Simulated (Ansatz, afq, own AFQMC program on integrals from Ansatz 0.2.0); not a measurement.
HClO, triplet: AFQMC among the cluster methods

```xyz
3

Cl    0.0000    0.0000   -1.3287
H     0.0000    0.0000    0.0473
O     0.0000    0.0000    1.2813
```

Connectivity, by distances: ClH ··· O.

Basis cc-pVTZ. Only valence electrons are correlated. AFQMC by an in-house program on the Cholesky factors that Ansatz 0.2.0 writes for its CCSD(T) run. ph-AFQMC/CISD is guided by a CISD state made of CCSD amplitudes; releasing the constraint for a short imaginary time cuts its bias at the price of noise, slowly where states lie close. Error bars are statistical, one sigma.

Determinant: UHF, the one that the program's search chose, which needn't be the lowest solution. The geometry is a point of a scan.

No full CI on the walks' own integrals is used here; CCSDT(Q) serves as the reference and is uncertain by about the last step of the cluster series.

Cautions: lower spins were not checked; the search met a lower determinant of the same kind, perhaps of another symmetry (94 meV lower).

- T1 diagnostic: 0.0211
- weight of the determinant in the CISD state: 0.871
- ⟨S²⟩ of the determinant: 2.039
- size of the correlated space: 14 electrons in 72 orbitals

Reference: CCSDT(Q), correlation energy -11.364 eV. The released energy is read at 1.62 1/Eh, later times being too noisy (meV from the phaseless value at times in 1/Eh: -15 ± 6 at 0.24, -27 ± 6 at 0.51, -49 ± 6 at 0.99, -39 ± 8 at 1.62, -35 ± 12 at 2.40).

| level | E − E(reference) (kJ/mol) | share of correlation (%) |
| --- | --- | --- |
| HF | 1096.5 | 0.00 |
| MP2 | 138.8 | 87.34 |
| CCSD | 40.6 | 96.29 |
| CCSD(T) | 4.7 | 99.57 |
| CCSDT | 1.7 | 99.85 |
| ph-AFQMC/HF | 15.6 ± 2.7 | 98.58 |
| ph-AFQMC/CISD | 3.8 ± 0.5 | 99.66 |
| released AFQMC | 0.0 ± 0.8 | 100.00 |

A walk keeps the symmetry of its determinant, which the program's search chose and which needn't be the lowest solution, so a lower state of the same spin and another symmetry isn't excluded. Released energies are given only where the last usable release times agree within the noise; a slower fall can still hide under it.
